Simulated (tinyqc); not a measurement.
Worked calculation (part 1 of 2): RHF in the sto-3g basis, for H3O+, spin multiplicity 1. Computed by tinyqc, a small Python program that keeps every step (integrals from PySCF). Settings: charge = 1, multiplicity = 1, basis = sto-3g, energy threshold = 1e-08, iteration cap = 52, orthogonalisation = symmetric, start = highest core orbitals, DIIS depth = 8, DIIS from iteration = 3, method = RHF. Command: `OMP_NUM_THREADS=1 python tinyqc.py 20423 20424 out.jsonl` (the two numbers bound the seeds that draw the settings). One thread of a shared host (Intel(R) Xeon(R) Processor @ 2.60GHz), about 0.07 s of CPU time with the checks. Later iterations appear only in the table of the cycle.

## One-electron integrals

Geometry (angstrom):
```
atom        x        y       z
O      0.0000   0.0000  0.1800
H      1.0490   0.0000  0.0000
H     -0.5240   0.9080  0.0000
H     -0.5240  -0.9080  0.0000
```

Basis sto-3g: exponents (1/bohr^2) and contraction coefficients of normalised primitives:
```
element  l (shell)  exponent  coefficient
O            s (1)  130.7093       0.1543
O            s (1)   23.8089       0.5353
O            s (1)    6.4436       0.4446
O            s (2)    5.0332      -0.1000
O            s (2)    1.1696       0.3995
O            s (2)    0.3804       0.7001
O            p (3)    5.0332       0.1559
O            p (3)    1.1696       0.6077
O            p (3)    0.3804       0.3920
H            s (1)    3.4253       0.1543
H            s (1)    0.6239       0.5353
H            s (1)    0.1689       0.4446
```

Overlap, kinetic and nuclear-attraction integrals over the contracted functions; the nuclear repulsion is the sum of Za Zb / Rab.

nuclear repulsion = 12.811505 hartree

overlap S, lower triangle:
```
         1O 1s   1O 2s   1O 2px   1O 2py   1O 2pz   2H 1s   3H 1s   4H 1s
1O 1s   1.0000
1O 2s   0.2367  1.0000
1O 2px  0.0000  0.0000   1.0000
1O 2py  0.0000  0.0000   0.0000   1.0000
1O 2pz  0.0000  0.0000   0.0000   0.0000   1.0000
2H 1s   0.0418  0.4073   0.3491   0.0000  -0.0599  1.0000
3H 1s   0.0419  0.4077  -0.1746   0.3026  -0.0600  0.1600  1.0000
4H 1s   0.0419  0.4077  -0.1746  -0.3026  -0.0600  0.1600  0.1601  1.0000
```

kinetic energy T (hartree), lower triangle:
```
          1O 1s   1O 2s   1O 2px   1O 2py   1O 2pz    2H 1s    3H 1s   4H 1s
1O 1s   29.0032
1O 2s   -0.1680  0.8081
1O 2px   0.0000  0.0000   2.5287
1O 2py   0.0000  0.0000   0.0000   2.5287
1O 2pz   0.0000  0.0000   0.0000   0.0000   2.5287
2H 1s   -0.0076  0.0831   0.2057   0.0000  -0.0353   0.7600
3H 1s   -0.0076  0.0834  -0.1030   0.1785  -0.0354  -0.0066   0.7600
4H 1s   -0.0076  0.0834  -0.1030  -0.1785  -0.0354  -0.0066  -0.0066  0.7600
```

nuclear attraction V (hartree), lower triangle:
```
           1O 1s     1O 2s    1O 2px    1O 2py    1O 2pz    2H 1s    3H 1s    4H 1s
1O 1s   -62.1106
1O 2s    -7.5363  -10.5342
1O 2px    0.0000    0.0001  -10.5050
1O 2py    0.0000    0.0000    0.0000  -10.5052
1O 2pz    0.0064    0.0774    0.0000    0.0000  -10.3713
2H 1s    -1.3640   -3.3362   -2.5349    0.0000    0.4546  -5.6914
3H 1s    -1.3661   -3.3400    1.2682   -2.1976    0.4553  -1.0357  -5.6935
4H 1s    -1.3661   -3.3400    1.2682    2.1976    0.4553  -1.0357  -1.0364  -5.6935
```

core Hamiltonian H = T + V (hartree), lower triangle:
```
           1O 1s    1O 2s   1O 2px   1O 2py   1O 2pz    2H 1s    3H 1s    4H 1s
1O 1s   -33.1074
1O 2s    -7.7043  -9.7261
1O 2px    0.0000   0.0001  -7.9763
1O 2py    0.0000   0.0000   0.0000  -7.9765
1O 2pz    0.0064   0.0774   0.0000   0.0000  -7.8425
2H 1s    -1.3716  -3.2530  -2.3293   0.0000   0.4193  -4.9314
3H 1s    -1.3737  -3.2566   1.1652  -2.0191   0.4199  -1.0424  -4.9335
4H 1s    -1.3737  -3.2566   1.1652   2.0191   0.4199  -1.0424  -1.0430  -4.9335
```

## Two-electron integrals

Functions are numbered as in S; the eight-fold symmetry (ij|kl) = (ji|kl) = (kl|ij) leaves the list below.

Two-electron integrals (ij|kl) in chemists' order, unique and non-zero (hartree):
```
(11|11) 4.7851      (21|11) 0.7414      (21|21) 0.1369      (22|11) 1.1189
(22|21) 0.2566      (22|22) 0.8172      (31|31) 0.0245      (32|31) 0.0378
(32|32) 0.1805      (33|11) 1.1158      (33|21) 0.2567      (33|22) 0.8170
(33|33) 0.8802      (41|41) 0.0245      (42|41) 0.0378      (42|42) 0.1805
(43|43) 0.0474      (44|11) 1.1158      (44|21) 0.2567      (44|22) 0.8170
(44|33) 0.7853      (44|44) 0.8802      (51|51) 0.0245      (52|51) 0.0378
(52|52) 0.1805      (53|53) 0.0474      (54|54) 0.0474      (55|11) 1.1158
(55|21) 0.2567      (55|22) 0.8170      (55|33) 0.7853      (55|44) 0.7853
(55|55) 0.8802      (61|11) 0.1327      (61|21) 0.0243      (61|22) 0.0453
(61|31) 0.0011      (61|32) 0.0021      (61|33) 0.0455      (61|44) 0.0452
(61|51) -1.89e-04   (61|52) -3.56e-04   (61|53) -4.54e-05   (61|55) 0.0452
(61|61) 0.0044      (62|11) 0.3342      (62|21) 0.0777      (62|22) 0.2752
(62|31) 0.0058      (62|32) 0.0446      (62|33) 0.2841      (62|44) 0.2704
(62|51) -0.0010     (62|52) -0.0077     (62|53) -0.0023     (62|55) 0.2708
(62|61) 0.0141      (62|62) 0.1163      (63|11) 0.2420      (63|21) 0.0569
(63|22) 0.2154      (63|31) 0.0117      (63|32) 0.0799      (63|33) 0.2343
(63|44) 0.2057      (63|51) -0.0006     (63|52) -0.0057     (63|53) -0.0033
(63|55) 0.2060      (63|61) 0.0108      (63|62) 0.1106      (63|63) 0.1203
(64|41) 0.0080      (64|42) 0.0470      (64|43) 0.0092      (64|54) -0.0016
(64|64) 0.0163      (65|11) -0.0415     (65|21) -0.0098     (65|22) -0.0370
(65|31) -0.0006     (65|32) -0.0057     (65|33) -0.0370     (65|44) -0.0353
(65|51) 0.0081      (65|52) 0.0480      (65|53) 0.0095      (65|55) -0.0385
(65|61) -0.0018     (65|62) -0.0190     (65|63) -0.0178     (65|65) 0.0193
(66|11) 0.4849      (66|21) 0.1145      (66|22) 0.4663      (66|31) 0.0107
(66|32) 0.1150      (66|33) 0.5013      (66|44) 0.4477      (66|51) -0.0018
(66|52) -0.0197     (66|53) -0.0092     (66|55) 0.4493      (66|61) 0.0209
(66|62) 0.2520      (66|63) 0.2735      (66|65) -0.0469     (66|66) 0.7746
(71|11) 0.1329      (71|21) 0.0243      (71|22) 0.0454      (71|31) -0.0006
(71|32) -0.0010     (71|33) 0.0454      (71|41) 0.0010      (71|42) 0.0018
(71|43) -1.15e-04   (71|44) 0.0455      (71|51) -1.90e-04   (71|52) -3.56e-04
(71|53) 2.27e-05    (71|54) -3.94e-05   (71|55) 0.0453      (71|61) 0.0043
(71|62) 0.0136      (71|63) 0.0097      (71|64) 3.74e-04    (71|65) -0.0018
(71|66) 0.0200      (71|71) 0.0044      (72|11) 0.3346      (72|21) 0.0778
(72|22) 0.2755      (72|31) -0.0029     (72|32) -0.0223     (72|33) 0.2741
(72|41) 0.0050      (72|42) 0.0387      (72|43) -0.0059     (72|44) 0.2810
(72|51) -0.0010     (72|52) -0.0077     (72|53) 0.0012      (72|54) -0.0020
(72|55) 0.2711      (72|61) 0.0136      (72|62) 0.0908      (72|63) 0.0661
(72|64) 0.0101      (72|65) -0.0144     (72|66) 0.1571      (72|71) 0.0141
(72|72) 0.1165      (73|11) -0.1211     (73|21) -0.0285     (73|22) -0.1078
(73|31) 0.0089      (73|32) 0.0553      (73|33) -0.1134     (73|41) -0.0016
(73|42) -0.0143     (73|43) 0.0102      (73|44) -0.1067     (73|51) 3.17e-04
(73|52) 0.0028      (73|53) -0.0020     (73|54) 0.0008      (73|55) -0.1031
(73|61) -0.0045     (73|62) -0.0242     (73|63) -0.0060     (73|64) -0.0021
(73|65) 0.0037      (73|66) -0.0318     (73|71) -0.0054     (73|72) -0.0554
(73|73) 0.0423      (74|11) 0.2098      (74|21) 0.0494      (74|22) 0.1868
(74|31) -0.0016     (74|32) -0.0143     (74|33) 0.1805      (74|41) 0.0108
(74|42) 0.0718      (74|43) -0.0084     (74|44) 0.2009      (74|51) -0.0005
(74|52) -0.0049     (74|53) 0.0008      (74|54) -0.0029     (74|55) 0.1786
(74|61) 0.0086      (74|62) 0.0623      (74|63) 0.0450      (74|64) 0.0187
(74|65) -0.0097     (74|66) 0.1093      (74|71) 0.0093      (74|72) 0.0960
(74|73) -0.0451     (74|74) 0.0944      (75|11) -0.0416     (75|21) -0.0098
(75|22) -0.0370     (75|31) 3.17e-04    (75|32) 0.0028      (75|33) -0.0358
(75|41) -0.0005     (75|42) -0.0049     (75|43) 0.0008      (75|44) -0.0367
(75|51) 0.0081      (75|52) 0.0480      (75|53) -0.0047     (75|54) 0.0082
(75|55) -0.0386     (75|61) -0.0018     (75|62) -0.0144     (75|63) -0.0103
(75|64) -0.0016     (75|65) 0.0144      (75|66) -0.0270     (75|71) -0.0019
(75|72) -0.0190     (75|73) 0.0089      (75|74) -0.0155     (75|75) 0.0194
(76|11) 0.0993      (76|21) 0.0233      (76|22) 0.0886      (76|31) 0.0007
(76|32) 0.0063      (76|33) 0.0891      (76|41) 0.0012      (76|42) 0.0109
(76|43) 3.49e-04    (76|44) 0.0895      (76|51) -4.77e-04   (76|52) -0.0043
(76|53) -0.0005     (76|54) -0.0009     (76|55) 0.0871      (76|61) 0.0042
(76|62) 0.0360      (76|63) 0.0320      (76|64) 0.0038      (76|65) -0.0066
(76|66) 0.0787      (76|71) 0.0042      (76|72) 0.0360      (76|73) -0.0127
(76|74) 0.0296      (76|75) -0.0066     (76|76) 0.0136      (77|11) 0.4851
(77|21) 0.1146      (77|22) 0.4665      (77|31) -0.0053     (77|32) -0.0575
(77|33) 0.4613      (77|41) 0.0092      (77|42) 0.0997      (77|43) -0.0232
(77|44) 0.4881      (77|51) -0.0018     (77|52) -0.0198     (77|53) 0.0046
(77|54) -0.0080     (77|55) 0.4495      (77|61) 0.0199      (77|62) 0.1570
(77|63) 0.1106      (77|64) 0.0271      (77|65) -0.0270     (77|66) 0.2894
(77|71) 0.0210      (77|72) 0.2523      (77|73) -0.1368     (77|74) 0.2371
(77|75) -0.0470     (77|76) 0.0787      (77|77) 0.7746      (81|11) 0.1329
(81|21) 0.0243      (81|22) 0.0454      (81|31) -0.0006     (81|32) -0.0010
(81|33) 0.0454      (81|41) -0.0010     (81|42) -0.0018     (81|43) 1.15e-04
(81|44) 0.0455      (81|51) -1.90e-04   (81|52) -3.56e-04   (81|53) 2.27e-05
(81|54) 3.94e-05    (81|55) 0.0453      (81|61) 0.0043      (81|62) 0.0136
(81|63) 0.0097      (81|64) -3.74e-04   (81|65) -0.0018     (81|66) 0.0200
(81|71) 0.0043      (81|72) 0.0136      (81|73) -0.0052     (81|74) 0.0083
(81|75) -0.0018     (81|76) 0.0040      (81|77) 0.0200      (81|81) 0.0044
(82|11) 0.3346      (82|21) 0.0778      (82|22) 0.2755      (82|31) -0.0029
(82|32) -0.0223     (82|33) 0.2741      (82|41) -0.0050     (82|42) -0.0387
(82|43) 0.0059      (82|44) 0.2810      (82|51) -0.0010     (82|52) -0.0077
(82|53) 0.0012      (82|54) 0.0020      (82|55) 0.2711      (82|61) 0.0136
(82|62) 0.0908      (82|63) 0.0661      (82|64) -0.0101     (82|65) -0.0144
(82|66) 0.1571      (82|71) 0.0136      (82|72) 0.0909      (82|73) -0.0418
(82|74) 0.0522      (82|75) -0.0144     (82|76) 0.0288      (82|77) 0.1572
(82|81) 0.0141      (82|82) 0.1165      (83|11) -0.1211     (83|21) -0.0285
(83|22) -0.1078     (83|31) 0.0089      (83|32) 0.0553      (83|33) -0.1134
(83|41) 0.0016      (83|42) 0.0143      (83|43) -0.0102     (83|44) -0.1067
(83|51) 3.17e-04    (83|52) 0.0028      (83|53) -0.0020     (83|54) -0.0008
(83|55) -0.1031     (83|61) -0.0045     (83|62) -0.0242     (83|63) -0.0060
(83|64) 0.0021      (83|65) 0.0037      (83|66) -0.0318     (83|71) -0.0052
(83|72) -0.0418     (83|73) 0.0312      (83|74) -0.0236     (83|75) 0.0065
(83|76) -0.0100     (83|77) -0.0787     (83|81) -0.0054     (83|82) -0.0554
(83|83) 0.0423      (84|11) -0.2098     (84|21) -0.0494     (84|22) -0.1868
(84|31) 0.0016      (84|32) 0.0143      (84|33) -0.1805     (84|41) 0.0108
(84|42) 0.0718      (84|43) -0.0084     (84|44) -0.2009     (84|51) 0.0005
(84|52) 0.0049      (84|53) -0.0008     (84|54) -0.0029     (84|55) -0.1786
(84|61) -0.0086     (84|62) -0.0623     (84|63) -0.0450     (84|64) 0.0187
(84|65) 0.0097      (84|66) -0.1093     (84|71) -0.0083     (84|72) -0.0522
(84|73) 0.0236      (84|74) -0.0184     (84|75) 0.0081      (84|76) -0.0173
(84|77) -0.0823     (84|81) -0.0093     (84|82) -0.0960     (84|83) 0.0451
(84|84) 0.0944      (85|11) -0.0416     (85|21) -0.0098     (85|22) -0.0370
(85|31) 3.17e-04    (85|32) 0.0028      (85|33) -0.0358     (85|41) 0.0005
(85|42) 0.0049      (85|43) -0.0008     (85|44) -0.0367     (85|51) 0.0081
(85|52) 0.0480      (85|53) -0.0047     (85|54) -0.0082     (85|55) -0.0386
(85|61) -0.0018     (85|62) -0.0144     (85|63) -0.0103     (85|64) 0.0016
(85|65) 0.0144      (85|66) -0.0270     (85|71) -0.0018     (85|72) -0.0144
(85|73) 0.0065      (85|74) -0.0081     (85|75) 0.0144      (85|76) -0.0051
(85|77) -0.0270     (85|81) -0.0019     (85|82) -0.0190     (85|83) 0.0089
(85|84) 0.0155      (85|85) 0.0194      (86|11) 0.0993      (86|21) 0.0233
(86|22) 0.0886      (86|31) 0.0007      (86|32) 0.0063      (86|33) 0.0891
(86|41) -0.0012     (86|42) -0.0109     (86|43) -3.49e-04   (86|44) 0.0895
(86|51) -4.77e-04   (86|52) -0.0043     (86|53) -0.0005     (86|54) 0.0009
(86|55) 0.0871      (86|61) 0.0042      (86|62) 0.0360      (86|63) 0.0320
(86|64) -0.0038     (86|65) -0.0066     (86|66) 0.0787      (86|71) 0.0040
(86|72) 0.0288      (86|73) -0.0100     (86|74) 0.0173      (86|75) -0.0051
(86|76) 0.0110      (86|77) 0.0511      (86|81) 0.0042      (86|82) 0.0360
(86|83) -0.0127     (86|84) -0.0296     (86|85) -0.0066     (86|86) 0.0136
(87|11) 0.0993      (87|21) 0.0233      (87|22) 0.0887      (87|31) -0.0014
(87|32) -0.0126     (87|33) 0.0898      (87|44) 0.0889      (87|51) -4.78e-04
(87|52) -0.0043     (87|53) 0.0010      (87|55) 0.0872      (87|61) 0.0040
(87|62) 0.0288      (87|63) 0.0200      (87|65) -0.0051     (87|66) 0.0511
(87|71) 0.0042      (87|72) 0.0360      (87|73) -0.0193     (87|74) 0.0258
(87|75) -0.0066     (87|76) 0.0110      (87|77) 0.0787      (87|81) 0.0042
(87|82) 0.0360      (87|83) -0.0193     (87|84) -0.0258     (87|85) -0.0066
(87|86) 0.0110      (87|87) 0.0136      (88|11) 0.4851      (88|21) 0.1146
(88|22) 0.4665      (88|31) -0.0053     (88|32) -0.0575     (88|33) 0.4613
(88|41) -0.0092     (88|42) -0.0997     (88|43) 0.0232      (88|44) 0.4881
(88|51) -0.0018     (88|52) -0.0198     (88|53) 0.0046      (88|54) 0.0080
(88|55) 0.4495      (88|61) 0.0199      (88|62) 0.1570      (88|63) 0.1106
(88|64) -0.0271     (88|65) -0.0270     (88|66) 0.2894      (88|71) 0.0200
(88|72) 0.1572      (88|73) -0.0787     (88|74) 0.0823      (88|75) -0.0270
(88|76) 0.0511      (88|77) 0.2895      (88|81) 0.0210      (88|82) 0.2523
(88|83) -0.1368     (88|84) -0.2371     (88|85) -0.0470     (88|86) 0.0787
(88|87) 0.0787      (88|88) 0.7746
```

## Orthogonalisation

S = U s U^T; symmetric (Loewdin) form X = U s^(-1/2) U^T, so that X^T S X = 1.

eigenvalues of S: 0.3959  0.4846  0.4849  0.9609  1.0273  1.3551  1.3553  1.9359

X, lower triangle:
```
          1O 1s    1O 2s   1O 2px   1O 2py  1O 2pz    2H 1s    3H 1s   4H 1s
1O 1s    1.0246
1O 2s   -0.1451   1.2430
1O 2px   0.0000  -0.0001   1.0945
1O 2py   0.0000   0.0000   0.0000   1.0947
1O 2pz   0.0032  -0.0318   0.0000   0.0000  1.0046
2H 1s    0.0188  -0.2281  -0.2315   0.0000  0.0329   1.1478
3H 1s    0.0189  -0.2284   0.1158  -0.2007  0.0330  -0.0527   1.1481
4H 1s    0.0189  -0.2284   0.1158   0.2007  0.0330  -0.0527  -0.0527  1.1481
```

## Starting guess

The start is the highest orbitals of the core Hamiltonian (a deliberately bad start); D = 2 C_occ C_occ^T.

D at the start, lower triangle:
```
          1O 1s    1O 2s   1O 2px   1O 2py  1O 2pz    2H 1s    3H 1s   4H 1s
1O 1s    0.0096
1O 2s   -0.0821   0.7573
1O 2px  -0.0001   0.0003   2.5566
1O 2py   0.0000   0.0000   0.0000   0.2245
1O 2pz  -0.0592   0.2012   0.0000   0.0000  1.9703
2H 1s    0.0756  -0.7526  -1.0626   0.0000  0.1063   2.8271
3H 1s    0.0757  -0.7540   0.5316  -0.5747  0.1065  -0.2158   2.7775
4H 1s    0.0757  -0.7540   0.5316   0.5747  0.1065  -0.2158  -0.1645  2.7775
```

## Iteration 1: building the Fock matrix

J_ij = sum D_kl (ij|kl), K_ij = sum D_kl (ik|jl); F = H + J - 0.5 K; E = tr D H + tr D J / 2 - 0.25 tr D K + E_nn.

Coulomb J (hartree), lower triangle:
```
          1O 1s    1O 2s   1O 2px   1O 2py   1O 2pz   2H 1s   3H 1s   4H 1s
1O 1s    7.2884
1O 2s    1.6893   5.9090
1O 2px  -0.0018  -0.0149   6.0234
1O 2py   0.0000   0.0000   0.0000   5.8276
1O 2pz   0.0104   0.0022   0.0007   0.0000   5.8714
2H 1s    0.2983   2.1780   1.8169   0.0000  -0.3129  4.5460
3H 1s    0.2985   2.1683  -0.9118   1.5407  -0.3123  0.7506  4.5004
4H 1s    0.2985   2.1683  -0.9118  -1.5407  -0.3123  0.7506  0.7545  4.5004
```

exchange K (hartree), lower triangle:
```
          1O 1s    1O 2s   1O 2px   1O 2py   1O 2pz   2H 1s   3H 1s   4H 1s
1O 1s    0.1204
1O 2s    0.1625   0.8577
1O 2px  -0.0011  -0.0119   2.0086
1O 2py   0.0000   0.0000   0.0000   0.3200
1O 2pz   0.0106   0.2622   0.0007   0.0000   1.8548
2H 1s    0.0351   0.4304   0.6431   0.0000  -0.0344  1.6038
3H 1s    0.0311   0.4038  -0.3254   0.2717  -0.0341  0.1568  1.5303
4H 1s    0.0311   0.4038  -0.3254  -0.2717  -0.0341  0.1568  0.1997  1.5303
```

Fock matrix F (hartree), lower triangle:
```
           1O 1s    1O 2s   1O 2px   1O 2py   1O 2pz    2H 1s    3H 1s    4H 1s
1O 1s   -25.8793
1O 2s    -6.0963  -4.2460
1O 2px   -0.0012  -0.0088  -2.9572
1O 2py    0.0000   0.0000   0.0000  -2.3090
1O 2pz    0.0115  -0.0515   0.0003   0.0000  -2.8985
2H 1s    -1.0908  -1.2902  -0.8339   0.0000   0.1236  -1.1873
3H 1s    -1.0907  -1.2902   0.4162  -0.6143   0.1247  -0.3702  -1.1983
4H 1s    -1.0907  -1.2902   0.4162   0.6143   0.1247  -0.3702  -0.3884  -1.1983
```

total energy of this density = -24.214262 hartree

## Iteration 1: diagonalisation and new density

Diagonalise F' = X^T F X, C = X C', fill 5 alpha and 5 beta electrons from the bottom; D = 2 C_occ C_occ^T. Each column has its largest component positive (the first on a tie).

F' = X^T F X (hartree), lower triangle:
```
          1        2        3        4        5        6        7        8
1  -25.5513
2   -2.7005  -3.2243
3    0.0003  -0.0096  -2.9754
4    0.0000   0.0000   0.0000  -2.2922
5    0.0205  -0.0566   0.0005   0.0000  -2.8993
6   -0.1900  -0.3105  -0.1837   0.0000   0.0217  -0.7803
7   -0.1892  -0.3049   0.0906  -0.1544   0.0218  -0.0574  -0.8171
8   -0.1892  -0.3049   0.0906   0.1544   0.0218  -0.0574  -0.0554  -0.8171
```

orbital energies (hartree): MO1 -25.8794, MO2 -3.0356, MO3 -2.9956, MO4 -2.8826, MO5 -2.3227, MO6 -0.8007, MO7 -0.7311, MO8 -0.7091

coefficients C:
```
            MO1      MO2      MO3      MO4      MO5      MO6      MO7      MO8
1O 1s    1.0005  -0.2330   0.0513   0.0897   0.0000   0.0756   0.0000   0.0143
1O 2s   -0.0026   1.0300  -0.2262  -0.4039   0.0000  -0.6577   0.0000  -0.1249
1O 2px   0.0000   0.2410   1.0329   0.0345   0.0000   0.0744   0.0000  -0.3828
1O 2py   0.0000   0.0000   0.0000   0.0000   1.0448   0.0000  -0.4328   0.0000
1O 2pz  -0.0003   0.3129  -0.1048   0.9471   0.0000   0.0852   0.0000   0.0159
2H 1s    0.0010  -0.1038  -0.1154   0.0423   0.0000   0.4402   0.0000   1.1001
3H 1s    0.0009  -0.0584   0.0801   0.0486  -0.0811   0.7212   0.8687  -0.3707
4H 1s    0.0009  -0.0584   0.0801   0.0486   0.0811   0.7212  -0.8687  -0.3707
```

D after iteration 1, lower triangle:
```
          1O 1s    1O 2s   1O 2px   1O 2py  1O 2pz    2H 1s   3H 1s   4H 1s
1O 1s    2.1319
1O 2s   -0.5809   2.5507
1O 2px  -0.0002   0.0013   2.2525
1O 2py   0.0000   0.0000   0.0000   2.1831
1O 2pz   0.0126  -0.0731  -0.0003   0.0000  2.0119
2H 1s    0.0462  -0.1959  -0.2856   0.0000  0.0394   0.0518
3H 1s    0.0460  -0.1958   0.1406  -0.1695  0.0387  -0.0022  0.0375
4H 1s    0.0460  -0.1958   0.1406   0.1695  0.0387  -0.0022  0.0112  0.0375
```
